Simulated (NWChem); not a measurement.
**Correlation energy of hydrogen cyanide (CHN)**

```
C
N 1 1.1672
H 1 1.0871 2 180.00
```
Charge 0, spin multiplicity 1.

All runs are NWChem calculations. All single points use one geometry, from PBE/def2-SVP, a minimum by its harmonic frequencies.

Basis set: def2-TZVP. Each correlation energy counts from its own Hartree-Fock reference.

The correlated methods keep 2 core orbitals frozen. Coupled-cluster values serve here as a point of comparison, not as the truth.

| method | correlation energy (mHa) |
|---|---|
| CR-CCSD[T] | … |
| CCSD(T) | … |
| CR-CCSD(T) | -363.4 |
| SCS-MP2 | … |
| MP2 | -344.9 |
| CCSD | -348.8 |
| CCSD+T(CCSD) | -367.8 |

### Question
Some entries are withheld; supply them.

### Answer

- CR-CCSD[T], correlation energy (mHa): -364.1
- CCSD(T), correlation energy (mHa): -366.9
- SCS-MP2, correlation energy (mHa): -340.1
